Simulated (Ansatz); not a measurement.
Geometry optimisation, Ansatz 0.2.0, RKS PBE0/def2-SVP.

Input file:

```yaml
crystal:
  periodic: [false, false, false]
  atoms:
    - { symbol: B, position_ang: [-0.61542, 0.2087, -0.41698] }
    - { symbol: C, position_ang: [0.59012, -0.2462, 0.42617] }
    - { symbol: "N", position_ang: [0.73486, -1.28385, 1.12131] }
    - { symbol: H, position_ang: [-1.61135, -0.43665, -0.50163] }
    - { symbol: H, position_ang: [-0.58821, 1.24315, -1.0218] }
    - { symbol: H, position_ang: [1.48999, 0.51486, 0.39293] }
total_charge: -1
basis:
  gaussian: { orbitals: def2-SVP }
hamiltonian:
  xc: pbe0
relax:
  f_tol: 0.015
  max_steps: 40
```

Command:

```bash
$ ansatz run input.yaml --threads 1 --pin off --max-ram 2048MiB --backend cpu --events-out ev --progress --plain --runs-dir out
```

Where does it end, and by what steps?

It converged. Limits of this set-up: an anion without diffuse functions, the dipole of an ion depends on the origin. After 15 steps the energy has fallen by 1.944 eV; N3 moved furthest, 1.10 Å. Joined: B1–N3.

```
step  energy less start (eV)  largest force component (eV/Å)  accepted
   0                  0.0000                           1.379       yes
   1                 -0.1220                           0.934       yes
   2                 -0.1034                           1.972        no
   3                 -0.1861                           0.751       yes
   4                 -0.2577                           0.691       yes
   5                 -0.3901                           1.124       yes
   6                 -0.6020                           2.248       yes
   7                 -1.0252                           1.793       yes
   8                 -1.5168                           1.239       yes
   9                 -1.7868                           3.025       yes
  10                 -1.8452                           0.627       yes
  11                 -1.9149                           0.597       yes
  12                 -1.9413                           0.445       yes
  13                 -1.9435                           0.182       yes
  14                 -1.9441                           0.018       yes
  15                 -1.9441                           0.003       yes
```

```xyz
6
Properties=species:S:1:pos:R:3
B -0.611 0.113 -0.241
C 0.872 -0.099 0.161
N 0.092 -0.386 1.114
H -1.220 -0.728 -0.930
H -1.120 1.250 -0.252
H 1.988 -0.151 0.148
```

Time of the run: 14 s on 1 thread of Intel(R) Xeon(R) 6975P-C (Granite Rapids) (shared host), peak memory 0.14 GiB.
